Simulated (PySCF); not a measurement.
C₃H₆O₂S.
InChI=1S/C3H6O2S/c1-4-3(6)5-2/h1-2H3

Level of theory: TDDFT PBE0/def2-SVPD, vertical, gas phase, core orbitals frozen in the response in PySCF. One conformer (not necessarily the lowest) at the GFN2-xTB geometry, without solvent, vibrations or thermal averaging. Torsions of this conformer, `[CH3:1][O:2][C:3](=[S:4])[O:5][CH3:6]`: C1–O2–C3–S4 0°, O2–C3–O5–C6 0°.

Broadening: Gaussians 0.5 eV wide at half height, area fixed by f = 4.319×10⁻⁹ ∫ε dν̃. The width is an assumption, not a result. The curve ends short of the highest state used, and states not computed would add to its high-energy end.

(E (eV), ε (L mol⁻¹ cm⁻¹)): (3.27, 0), (3.35, 0), (3.42, 0), (3.49, 0), (3.56, 0), (3.64, 1), (3.71, 1), (3.78, 2), (3.85, 3), (3.93, 4), (4.00, 4), (4.07, 4), (4.14, 4), (4.22, 3), (4.29, 2), (4.36, 1), (4.43, 1), (4.51, 0), (4.58, 0), (4.65, 0), (4.72, 0), (4.80, 0), (4.87, 1), (4.94, 2), (5.01, 9), (5.09, 33), (5.16, 95), (5.23, 246), (5.30, 569), (5.38, 1304), (5.45, 2405), (5.52, 3995), (5.59, 5992), (5.67, 8430), (5.74, 10257), (5.81, 11398), (5.88, 11636), (5.96, 10834), (6.03, 9460), (6.10, 7816), (6.17, 6246), (6.25, 4879), (6.32, 4201), (6.39, 3984)

Task: Locate the maxima and give the states behind the curve.

Result: 212 nm (5.86 eV), ε about 12000, made up of S2 (77%) and S3 (23%) (ε in L mol⁻¹ cm⁻¹; maxima over ε = 5, shares over 10%). The states used: S1 4.02 eV (f 0.0001); S2 5.80 eV (f 0.172); S3 6.05 eV (f 0.076); S4 6.53 eV (f 0.032); S5 6.63 eV (f 0.041); S6 6.99 eV (f 0.036).

Task: What would ε be at 5.86 eV, the highest of these maxima, with half the width (0.25 eV)?

Result: About 17600 L mol⁻¹ cm⁻¹ against 11700, a factor of about 1.5; a lone state at its own centre would give exactly 2.

Task: On this curve, what absorbance would a 10⁻⁵ mol/L sample give at 248 nm over a 1 cm path?

Result: 248 nm is 4.999 eV, where ε is about 7.2 L mol⁻¹ cm⁻¹, so A = ε c l ≈ 7.2e-05 (Beer–Lambert, with the gas-phase spectrum and the assumed width).

Task: Coming from long wavelengths, where does ε first pass 100 L mol⁻¹ cm⁻¹?

Result: At about 240 nm (5.16 eV), 1.14 eV above S1.
